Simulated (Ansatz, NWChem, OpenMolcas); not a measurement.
## BH2 (boron dihydride): methods side by side

The species is BH2 (3 atoms), meant as a doublet with charge 0. SMILES: `[BH2]`. The coordinates come from a PBE0-D4/def2-TZVP relaxation.

```xyz
3

B     0.2651   -0.1677    0.1297
H     0.2921    1.0149    0.2708
H    -0.5572   -0.8473   -0.4006
```

Quantity: the vertical electron affinity (to the singlet anion), in eV. The values are calculated.

The electron affinity is E(neutral) − E(anion): positive where the electron is bound.

```json
{"level": "U-revPBE/def2-TZVPPD", "kind": "GGA", "program": "OpenMolcas", "value (eV)": "-0.26"}
{"level": "UBLYP/def2-TZVPPD", "kind": "GGA", "program": "OpenMolcas", "value (eV)": "-0.21"}
{"level": "UTPSS/def2-TZVPPD", "kind": "meta-GGA", "program": "OpenMolcas", "value (eV)": "-0.33"}
{"level": "UB3LYP/def2-TZVPPD", "kind": "global hybrid", "program": "NWChem", "value (eV)": "-0.16"}
{"level": "UHSE06/def2-TZVPPD", "kind": "range-separated hybrid", "program": "Ansatz", "value (eV)": "-0.33"}
{"level": "UPBE-QIDH/def2-TZVPPD", "kind": "double hybrid", "program": "Ansatz", "value (eV)": "-0.40"}
{"level": "RPA@PBE/def2-TZVPPD", "kind": "RPA", "program": "Ansatz", "value (eV)": "0.11"}
{"level": "RPA@PBE0/def2-TZVPPD", "kind": "RPA", "program": "Ansatz", "value (eV)": "-0.16"}
{"level": "UMP2/def2-TZVPPD", "kind": "perturbation theory", "program": "NWChem", "value (eV)": "-0.44"}
{"level": "UBCCD(T)/def2-TZVPPD", "kind": "coupled cluster or CI", "program": "Ansatz", "value (eV)": "-0.23"}
```

Where it was recorded, the anion's HOMO is positive in U-revPBE/def2-TZVPPD, UBLYP/def2-TZVPPD, UTPSS/def2-TZVPPD, UB3LYP/def2-TZVPPD, UHSE06/def2-TZVPPD, UPBE-QIDH/def2-TZVPPD, UMP2/def2-TZVPPD: a fault of the level (basis or self-interaction), which says nothing on whether the real anion is bound. The values span -0.44 to 0.11 eV. Negative values mean that the anion is unbound at that level; they are set by how diffuse the basis is and aren't properties of the molecule, whose anion may well be bound.
